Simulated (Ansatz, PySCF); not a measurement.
Li2, SMILES [Li][Li].

Geometry: B3LYP-D3(BJ)/def2-TZVPD.

Vertical ionisation energy (IE) and electron affinity (EA) in eV. Rows of orbital energies are one-electron estimates. Where ΔSCF, EOM or ADC give a negative EA the extra electron is unbound and the value depends on the basis.

```
level                                                                        IE    EA
-------------------------------------------------------------------------  ----  ----
−ε(HOMO), −ε(LUMO), B3LYP/def2-TZVPD (PySCF)                               3.65  1.44
−ε(HOMO), −ε(LUMO), CAM-B3LYP/def2-TZVPD (PySCF)                           4.61  0.67
−ε(HOMO), −ε(LUMO), PBE/def2-TZVPD (PySCF)                                 3.23  1.79
ΔSCF, CAM-B3LYP/def2-TZVPD (Ansatz), final states of multiplicity 2 and 2  5.37  0.28
ΔSCF, PBE/def2-TZVPD (Ansatz), final states of multiplicity 2 and 2        5.36  0.44
```

Task: What vertical singlet–triplet gap does ΔSCF give with CAM-B3LYP/def2-TZVPD (Ansatz, an electronic-structure program) and with PBE/def2-TZVPD (Ansatz)? (An estimate is asked for; the answer gives what the named calculation found.)

Result: 1.20 and 1.00 eV (triplet above singlet where positive).
